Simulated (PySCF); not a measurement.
NMR data simulated for an unnamed compound:

¹H NMR (500 MHz, computed): δ 7.36 (dq, J = 87.1, 2.3 Hz, 1H), 1.83 (dd, J = 5.1, 2.3 Hz, 3H).

¹³C{¹H} NMR (computed): δ 172.2 (CH, d, J = 359.4 Hz), 123.2 (C, d, J = 8.8 Hz), 105.5 (C, d, J = 18.8 Hz), 13.0 (CH3, d, J = 2.6 Hz).

No solvent, single conformer, non-relativistic Hamiltonian, fast rotation and ring inversion assumed for equivalent nuclei. σ from GIAO-PBE/pcSseg-2; PBE0-D3(BJ)/def2-SVP structure; spin–spin couplings from B3LYP/pcJ-1 (spin–dipole term only in couplings to heteroatoms); PySCF 2.14.

Scale: TMS for ¹H and ¹³C (reference shieldings calculated alike).

Which of these does the molecule contain: a nitrile, a C≡C triple bond, an N-methyl group, a non-aromatic C=C double bond, an S-methyl group?

Answers


- A nitrile: yes (δC 123.2).
- A C≡C triple bond: no.
- An N-methyl group: no.
- A non-aromatic C=C double bond: yes.
- An S-methyl group: no.

The data belong to SMILES C/C(C#N)=C\F, C₄H₄FN; they needn't prove each group on their own.

Carbon signals by region: 1 in the far downfield region (above 160 ppm), 2 in the sp2 and nitrile region (100–160 ppm), 1 below 50 ppm. Above 160 ppm: 172.2, alkene CH.

Common functionals overestimate the size of one-bond C–F couplings by tens of Hz; these are unscaled. Splittings below 1 Hz are ignored in the labels, and close J values are merged. Shifts are as computed, not scaled to solution data. Of 1211 compounds with measured shifts, 218 miss one by over three times the rms of a fit or turn the order of signals round; such compounds aren't used in these exercises.
